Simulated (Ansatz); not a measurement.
Equation of state of Rh

```
Rh
1.0
     0.00000    1.91529    1.91529
     1.91529    0.00000    1.91529
     1.91529    1.91529    0.00000
Rh
1
Direct
  0.00000 0.00000 0.00000
```

The cell was built from the fcc type and relaxed in the same program, and has space group Fm-3m; it needn't be a known or the stable phase.

Spin polarisation is left out, and whether a magnetic state lies lower isn't shown here.

Levels of theory: DFT, PBE, all-electron LAPW, scalar-relativistic (Ansatz 0.2.0); DFT, PBE, PAW with Ansatz's default frozen-core files, scalar-relativistic (Ansatz 0.2.0).

For LAPW: a Γ-centred 16×16×16 k mesh, Fermi–Dirac smearing of 0.05 eV, basis error target 0.5 meV/atom, no spin polarisation. PAW takes a cutoff of 420 eV at this cell. The Ansatz runs share mesh, smearing and spin set-up. Plane-wave (PAW) pressures include the program's estimate of the Pulay term.

The cell above is scaled evenly, with fractional coordinates and shape held.

| V/V(cell) | V (Å³/atom) | P, LAPW (GPa) | P, PAW (GPa) | free energy over the lowest listed, PAW (meV/atom) |
| --- | --- | --- | --- | --- |
| 0.9600 | 13.490 | 11.60 | 11.64 | 19.6 |
| 0.9800 | 13.771 | ? | ? | ? |
| 1.0000 | 14.052 | -0.04 | 0.00 | 0.0 |
| 1.0200 | 14.333 | -4.87 | -4.83 | 4.3 |
| 1.0400 | 14.614 | -9.13 | -9.10 | 16.6 |

Fill in the row V/V(cell) = 0.9800.

P, LAPW (GPa) = 5.43, P, PAW (GPa) = 5.46, free energy over the lowest listed, PAW (meV/atom) = 4.7.

What do Birch–Murnaghan fits to the pressures give?

LAPW: V0 = 14.05 Å³/atom, B0 = 257 GPa, B0′ = 5.2; PAW: V0 = 14.05 Å³/atom, B0 = 257 GPa, B0′ = 5.2.

PAW's V0 lies 0.01 % from the all-electron value and its B0 -0.1 %. Symmetry fixes shape and coordinates here, so this is the relaxed modulus.
